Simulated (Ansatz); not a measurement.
We consider Bi2S3 (Pnma, No. 62), described by PBE-D3(BJ) (PAW; Ansatz, a quantum-chemistry and plane-wave program).

Run with plane-wave cutoff 500 eV, 4×10×4 k mesh (along the axes of the cell as run), Fermi–Dirac smearing 0.05 eV, scalar-relativistic PAW data made under PBE.

Computed at the level's own relaxed cell.

Task: Estimate the volume per atom and band gap that the calculation returns.

Result: 
- volume per atom: 24.30 Å³/atom
- band gap: 1.22 eV (on the SCF k mesh)

Measured, for comparison: band gap 1.3 eV (temperature not stated, not corrected to a static lattice; as tabulated in Wikipedia's data pages).

Note: the relaxation could not lower the start's symmetry, so the cell can be a saddle point above a distorted one.

Spin–orbit coupling is not included; with these elements it can move the gap by several tenths of an eV or more.

Computed values are for the static lattice.

Cost on a shared machine: roughly 50 core-minutes.
